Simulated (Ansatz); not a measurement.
Wavefunction ladder for `OC1(F)COC1`

```xyz
11

O    -0.630   -0.171    1.646
C     0.263   -0.086    0.599
F     1.488   -0.213    1.162
C     0.124    1.087   -0.379
O    -0.265    0.186   -1.427
C     0.026   -0.971   -0.630
H    -1.524   -0.084    1.303
H    -0.654    1.819   -0.145
H     1.069    1.594   -0.592
H     0.922   -1.499   -0.969
H    -0.820   -1.663   -0.569
```

Total charge 0; spin multiplicity 1. All single points use the PBE0-D4/def2-TZVP geometry. It is one conformer, not always the lowest. Frozen core, restricted reference, Ansatz. CBS rows extrapolate triple and quadruple zeta; past MP2 they add the triple-zeta difference.

```csv
basis,HF (Eh),MP2 corr.
def2-TZVPP,-365.78496,-1.21051
def2-QZVPP,-365.80128,-1.30499
```

Question: Estimate the CCSD correlation energy and the (T) correction in each basis where they were run (hartree).

Answer: 
```tsv
basis	CCSD corr.	(T)
def2-TZVPP	-1.23575	-0.04718
CBS(def2)	-1.40023	as TZ
```
